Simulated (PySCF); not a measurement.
## One molecule, a ladder of functionals, a line

Molecule: SMILES CCO, C$_{2}$H$_{6}$O.

Atoms are numbered as in `[CH3:1][CH2:2][OH:3]`. Each H is labelled by its parent atom.

GIAO shieldings (ppm, equivalent atoms averaged) in PySCF 2.14 on the PBE0-D3(BJ)/def2-SVP geometry, basis pcSseg-2, gas phase, non-relativistic:

```tsv
functional	exact exchange (%)	σ(C2)	σ(O3)
BLYP	0	107.6	264.3
BP86	0	113.5	271.3
PBE	0	113.4	270.2
B3LYP	20	114.5	274.4
PBE0	25	121.2	281.7
BHandHLYP	50	122.9	285.5
HF	100	135.0	299.5
```

(1) Fit each shielding as a line in the percentage of exact exchange.

(2) What does the line predict for mPW1PW91 (25 %), and what does the run give?

Answers

(1) σ(C2) = 111.8 + 0.23 x (rms 2.4 ppm); σ(O3) = 269.5 + 0.31 x (rms 2.8 ppm). The functionals also differ in their semilocal parts, which the line can't hold; Hartree–Fock has no correlation at all.

(2) σ(C2): 117.5 predicted, 120.6 computed; σ(O3): 277.2 predicted, 281.6 computed ppm.
